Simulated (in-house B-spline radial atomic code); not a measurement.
Xe. Computed with a B-spline radial atomic code. Model: non-relativistic spherical atom: semilocal Troullier-Martins pseudo-atom, one channel per l, against all electrons, high spin, G0W0 and RPA with empty states to l = 8, local potential for every l without a channel, a model core (radius 0 = none) keeps its share of the functional.

Without relativity these are model numbers for so heavy an element.

What the tables leave out is listed at the end.

The pseudopotential gives back the lowest level of each angular momentum of its own functional in the configuration it was made in; a second state of the same l is only approximately right. Exact exchange, RPA and GW see the smooth pseudo-orbitals and miss the exchange with the core, for which the functional's share stands in. The column with an uncorrelated core keeps all orbitals and exact exchange, and so separates missing core correlation from pseudisation. Only the three outermost levels and the lowest empty one were computed. RPA here is direct RPA, with no exchange kernel, and its energies carry an (l + 1/2)⁻⁴ tail. A hybrid on a potential with a model core restores only its own semilocal share of the core's exchange.

Command:
```bash
python run_psgw.py task.json out
```
Settings (lengths in bohr, energies in hartree):
```
Z                      54
electrons              54
configuration          [Kr] 4d10 5s2 5p6
generated_in           [Kr] 4d10 5s2 5p6
functional             pbe,pbe
core_shells            8
radius_factor          1.3
core_correction        False
```

Run time, properties included: 22 s on 1 thread of Intel(R) Xeon(R) Platinum 8375C CPU @ 2.90GHz (Ice Lake) (shared host).

Given: made with PBE; model core radius 0 bohr; local radius 1.206 bohr; mean-field start PBE.

Valence shells of the generating configuration: 4d, 5s, 5p.

Channel: s 2.217, p 2.505, d 0.977 (radii in bohr).

Computed: largest level miss in the spin-unpolarised generating configuration 0.001 eV; valence RPA correlation energy all-electron orbitals -1.0904 hartree; valence RPA correlation energy pseudo -1.3363 hartree; pseudo-atom RPA polarisability 25.183 bohr³.

| level | occupied | mean-field all-electron (eV) | mean-field pseudo minus all (eV) | G0W0 all-electron (eV) | G0W0 uncorrelated core minus all (eV) | G0W0 pseudo minus all (eV) | exchange self-energy all-electron (eV) | exchange self-energy pseudo (eV) |
| --- | --- | --- | --- | --- | --- | --- | --- | --- |
| 5p | 1 | -8.2896 | 0 | -12.38 | 0.014 | -0.481 | -18.558 | -17.604 |

**Question.** What is the all-electron RPA polarisability, core included?

**Answer.** 25.233 bohr³.

Given: mean-field start PBE0.

Computed: valence RPA correlation energy all-electron orbitals -1.0324 hartree; all-electron RPA polarisability, core included 22.112 bohr³; pseudo-atom RPA polarisability 21.498 bohr³.

```
level  occupied  mean-field all-electron (eV)  mean-field pseudo minus all (eV)  G0W0 all-electron (eV)  G0W0 uncorrelated core minus all (eV)  G0W0 pseudo minus all (eV)  exchange self-energy all-electron (eV)  exchange self-energy pseudo (eV)
   5p         1                       -9.5731                            -0.068                 -12.614                                  0.016                      -0.395                                 -18.558                           -17.873
```

**Question.** What is the valence RPA correlation energy pseudo?

**Answer.** -1.2812 hartree.

Given: mean-field start Hartree-Fock.

Computed: valence RPA correlation energy all-electron orbitals -0.89475 hartree; valence RPA correlation energy pseudo -1.1472 hartree; all-electron RPA polarisability, core included 17.423 bohr³.

| level | occupied | mean-field all-electron (eV) | mean-field pseudo minus all (eV) | G0W0 all-electron (eV) | G0W0 uncorrelated core minus all (eV) | G0W0 pseudo minus all (eV) | exchange self-energy all-electron (eV) | exchange self-energy pseudo (eV) |
| --- | --- | --- | --- | --- | --- | --- | --- | --- |
| 5p | 1 | -12.444 | -0.455 | -13.057 | 0.019 | 0.04 | -18.333 | -18.501 |
| 5s | 1 | -25.699 | -0.138 | -23.866 | 0.042 | -0.137 | -24.581 | -23.803 |

**Question.** What is the pseudo-atom RPA polarisability?

**Answer.** 15.508 bohr³.

Among the listed levels the largest G0W0 shift of the pseudo-atom is -0.48 eV, for 5p on the PBE start, while leaving the core uncorrelated moves that level by +0.01 eV. So pseudisation and the lost core exchange, not the missing core correlation, make the error. Not in the tables (levels of low weight, unsolved or above zero; the highest and the empty levels are kept at any weight): on PBE the G0W0 levels 5s (pseudo minus all -1.14 eV, weights 0.13 and 0.15), 4d (pseudo minus all +3.89 eV, weights 0.61 and 0.49); on PBE0 the G0W0 levels 5s (pseudo minus all -0.82 eV, weights 0.05 and 0.25), 4d (pseudo minus all +5.28 eV, weights 0.65 and 0.61); on Hartree-Fock the G0W0 levels 4d (pseudo minus all +6.93 eV, weights 0.03 and 0.73).
